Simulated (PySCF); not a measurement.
Structure problem from calculated spectra and properties.

Formula: CH2ClF.

* Rotational structure: rotational constants A, B, C: 42.247, 5.712, 5.205 GHz [GFN2-xTB]
* Dipole: 1.99 D [PBE0/pcSseg-1]
* NMR, other nuclei: isotropic shieldings of nuclei other than C and H, by class: 357 (1 F), 756 (1 Cl) ppm [GIAO PBE0/pcSseg-1]
* 13C NMR: chemical shifts (computed TMS as zero) by class: 98.8 (1 C) ppm [GIAO PBE0/pcSseg-1]
* 1H NMR: chemical shifts (computed TMS as zero) by class: 6.26 (2 H) ppm [GIAO PBE0/pcSseg-1]

The electronic properties come from PySCF, for the isolated species, density fitting. Levels stand in brackets. Geometry: GFN2-xTB; no solvent, vibrations or thermal averaging. NMR classes are plain means over equivalent atoms (diastereotopic ones count apart unless rotation or inversion swaps them), as if these changed places fast.

Question: What is the compound? Reason from the data.

Answer: Numbering: `[F:1][CH2:2][Cl:3]`. Its formula, CH2ClF, gives 0 degrees of unsaturation, so no ring and no π bond. The one carbon: sp3 C–F carbon [C2] (98.8 ppm). All hydrogens form one class (6.26 ppm): methylene hydrogen. The other shieldings belong to: 357 ppm, alkyl fluorine [F1]; 756 ppm, chlorine on a fluorinated carbon [Cl3]. The optimised geometry has point group Cs and is an asymmetric top. Structure: `FCCl` (CH2ClF). The assignments are read from this structure; whether some other isomer fits the data as well wasn't checked.
